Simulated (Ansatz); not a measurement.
Consider the homolysis of the B–H bond: `BS` → `[BH]S`• + H•.

Program: Ansatz. Geometries: PBE0-D4/def2-TZVP. ΔE: electronic, gas phase. CCSD(T)/CBS is extrapolated from def2-TZVPP and def2-QZVPP, frozen cores. DFT in def2-TZVPP. B3LYP here is the variant with VWN-RPA as its local correlation; programs differ in this. No spin–orbit coupling; open shells (•) take unrestricted orbitals.

```
              level  ΔE (eV)  difference from CCSD(T)/CBS
            BLYP-D4     4.67                        -0.12
            PBE0-D4     4.60                        -0.19
           B3LYP-D4     4.75                        -0.04
         r2SCANh-D4     4.56                        -0.23
           BHLYP-D4     4.75                        -0.04
             revPBE     4.50                        -0.29
               BLYP     4.65                        -0.14
             r2SCAN     4.55                        -0.24
              BHLYP     4.74                        -0.05
            LC-ωPBE     4.61                        -0.18
       MP2/def2-SVP     4.54                        -0.25
 SCS-MP2/def2-QZVPP     4.84                         0.05
    CCSD/def2-QZVPP     4.76                        -0.03
     CCSD/CBS(def2)     4.77                        -0.02
     HF/cc-pV(D+d)Z     3.80                        -0.99
CCSD(T)/cc-pV(D+d)Z     4.60                        -0.19
        CCSD(T)/CBS     4.79                            0
```

Largest T1 diagnostic among the species: 0.018.

From BLYP to BHLYP (50 % exact exchange), in def2-TZVPP and without D4, ΔE moves by +0.09 eV. In def2-TZVPP, CCSD(T) changes the Hartree–Fock value by +0.92 eV (the triples alone add +0.01 eV) and MP2 by +0.84 eV; breaking electron pairs costs correlation energy, which Hartree–Fock lacks.
